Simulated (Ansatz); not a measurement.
Species: PH₂, net charge -1, singlet state. Whether it binds its extra electron was not tested at this geometry. 
Structure (B3LYP-D3(BJ)/def2-TZVP (Ansatz, a program for electronic structure) minimum search):
SMILES: [PH2-]
```xyz
3

P      0.0006     0.0766     0.0893
H      1.0268    -0.5896    -0.6629
H     -1.0353    -0.5590    -0.6762
```
Charge -1, spin multiplicity 1.

Basis-set convergence of Hartree-Fock and MP2 correlation energies (hartree) with Ansatz. Valence correlation only, unless marked. Spin-orbit coupling is left out. Non-relativistic. This anion needs diffuse functions, which these sets lack.

```tsv
basis	functions	E(HF)	E(corr, MP2)
def2-SVP	28	-341.74086	-0.12729
def2-TZVPP	70	-341.87452	-0.17439
def2-QZVPP	130	___	___
```

Q: Fill in the missing entries.

A: 
- def2-QZVPP, E(HF): -341.88985
- def2-QZVPP, E(corr, MP2): -0.18959
